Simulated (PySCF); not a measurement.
phosphine (H₃P), SMILES P. Atoms are numbered in the order given.

```xyz
4

P      0.0000     0.0000     0.1320
H      1.0326    -0.5962    -0.6599
H     -1.0326    -0.5962    -0.6599
H      0.0000     1.1924    -0.6599
```
Charge 0, spin multiplicity 1.

Geometry: PBE-D3(BJ)/def2-TZVPD.

The numbers are results of PBE-D3(BJ)/def2-TZVPD run with PySCF 2.14.0, not measurements.

Frequencies are harmonic and unscaled.

Modes within 1.5 cm⁻¹ of each other (mostly degenerate sets) share a row, with their intensities summed.

```
mode  ν (cm⁻¹)  IR (km/mol)  moving atoms (share of kinetic energy)
----  --------  -----------  --------------------------------------
1          973         15.1                                  H 94 %
2–3       1091         17.8                                  H 98 %
4         2325         30.9                                  H 97 %
5–6       2339         96.5                                  H 97 %
```
